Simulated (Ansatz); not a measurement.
Results of PBE-D3(BJ) (plane waves, PAW; Ansatz, a program for electronic structure) for bcc Ta.

Numerical settings: plane-wave cutoff 520 eV, 24×24×24 k mesh, Fermi–Dirac smearing 0.05 eV, scalar-relativistic PAW data made under PBE.

Cell (relaxed at this level):

```
Ta
1.0
   -1.64269     1.64269     1.64269
    1.64269    -1.64269     1.64269
    1.64269     1.64269    -1.64269
Ta
1
Cartesian
  0.00000   0.00000   0.00000
```

### Question
Predict the bulk modulus and pressure derivative B′ of the bulk modulus.

### Answer

* **bulk modulus**: 206 GPa
* **pressure derivative B′ of the bulk modulus**: 3.9

The run finds no gap.

Measured, for comparison: bulk modulus 198 GPa (corrected for temperature and zero-point phonon effects, our sources range from 194 to 203; as tabulated in Levämäki et al. (2014), arXiv:1402.3671). Computed (rounded) less measured: bulk modulus +4 % (+1 % to +6 % over the range).

Spin–orbit coupling is not included.

Computed values are for the static lattice.

It cost around 60 core-seconds (rough) of CPU time.
